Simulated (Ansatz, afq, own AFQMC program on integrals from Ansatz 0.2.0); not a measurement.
# AlBH5, doublet: AFQMC among the cluster methods

```xyz
7

Al   -0.9598    0.0000    0.0000
H    -1.7527    1.3734    0.0000
H    -1.7527   -1.3734    0.0000
H     0.7792    0.0000    0.0000
B     2.1532    0.0000    0.0000
H     2.6623    0.0000    1.0770
H     2.6623    0.0000   -1.0770
```

Basis cc-pVDZ. Only valence electrons are correlated. Ansatz 0.2.0 and our own AFQMC program on the same integrals; the CISD trial comes from CCSD amplitudes, and released means the phaseless constraint is let go. Uncertainties: one standard error, sampling alone.

Determinant: UHF, the one that the program's search chose, which needn't be the lowest solution. The geometry is a point of a scan.

No full CI on the walks' own integrals is used here; CCSDT(Q) serves as the reference and is uncertain by about the last step of the cluster series.

Cautions: the released energies are still falling, so no released level is given (meV from the phaseless value at times in 1/Eh: -3.5 ± 2.3 at 0.24, -2.1 ± 2.2 at 0.51, -2.2 ± 2.3 at 0.99, -6.6 ± 2.0 at 1.62, -9 ± 3 at 2.40).

```
T1 diagnostic                               : 0.0124
weight of the determinant in the CISD state : 0.886
⟨S²⟩ of the determinant                     : 0.764
size of the correlated space                : 11 electrons in 51 orbitals
```

```tsv
level	correlation energy (eV)
MP2	-4.4311
CCSD	-5.6013
CCSD(T)	-5.7103
```

**Question.** Estimate where phaseless AFQMC with a CISD trial lies against CCSD(T) on the same integrals.

**Answer.** 27.2 ± 2.7 meV below CCSD(T).

Reference: CCSDT(Q), correlation energy -5.741 eV.

```json
{"level": "CCSD(T)", "E − E(reference) (meV)": "30.8", "share of correlation (%)": "99.46"}
{"level": "CCSDT", "E − E(reference) (meV)": "4.0", "share of correlation (%)": "99.93"}
{"level": "ph-AFQMC/CISD", "E − E(reference) (meV)": "3.6 ± 2.7", "share of correlation (%)": "99.94"}
```

A walk keeps the symmetry of its determinant, which the program's search chose and which needn't be the lowest solution, so a lower state of the same spin and another symmetry isn't excluded.
